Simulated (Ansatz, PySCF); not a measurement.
This PySCF input computes a CCSD(T)/cc-pVDZ energy:

```python
from pyscf import gto, scf, mp, cc as ccmod

mol = gto.M(
    atom='''
    C     1.25811390   -0.39527654   -0.00165926
    C     0.11989565    0.60015541   -0.00836938
    N    -1.22240368   -0.12486235    0.00816391
    H     2.20053556    0.15158906   -0.01375427
    H     1.24981792   -1.01581769    0.89610031
    H     1.24027555   -1.03872164   -0.88300628
    H     0.11163414    1.22156711   -0.90196144
    H     0.12113265    1.24436577    0.86896693
    H    -1.30874728   -0.71355094    0.84090172
    H    -1.31759220   -0.73478083   -0.80816955
    H    -2.00828788    0.53011236    0.00394702
    ''',
    basis='cc-pvdz',
    charge=1,
    spin=0,
    verbose=4,
)

mf = scf.RHF(mol)
mf.conv_tol = 1e-10
mf.max_cycle = 100
mf.kernel()
mp2 = mp.MP2(mf, frozen=3).run()
cc = ccmod.CCSD(mf, frozen=3)
cc.max_cycle = 100
cc.kernel()
et = cc.ccsd_t()
print(f'E(CCSD(T)) = {cc.e_tot + et:.9f}')
```

Write an input for the same energy in Ansatz (a first-principles code) and say what it gives.


Ansatz 0.2 input:
```yaml
crystal:
  periodic: [false, false, false]
  atoms:
    - {symbol: C, position_ang: [1.25811390, -0.39527654, -0.00165926]}
    - {symbol: C, position_ang: [0.11989565, 0.60015541, -0.00836938]}
    - {symbol: N, position_ang: [-1.22240368, -0.12486235, 0.00816391]}
    - {symbol: H, position_ang: [2.20053556, 0.15158906, -0.01375427]}
    - {symbol: H, position_ang: [1.24981792, -1.01581769, 0.89610031]}
    - {symbol: H, position_ang: [1.24027555, -1.03872164, -0.88300628]}
    - {symbol: H, position_ang: [0.11163414, 1.22156711, -0.90196144]}
    - {symbol: H, position_ang: [0.12113265, 1.24436577, 0.86896693]}
    - {symbol: H, position_ang: [-1.30874728, -0.71355094, 0.84090172]}
    - {symbol: H, position_ang: [-1.31759220, -0.73478083, -0.80816955]}
    - {symbol: H, position_ang: [-2.00828788, 0.53011236, 0.00394702]}
basis:
  gaussian:
    orbitals: cc-pVDZ
total_charge: 1
magnetization: {spin_polarized: false}
correlation: {method: ccsd_t, electrons: outside_noble_gas}
```
It gives -135.15655 Eh, and PySCF -135.15655 Eh, a difference of 0.00 mEh.

It need not be the lowest isomer of its formula.
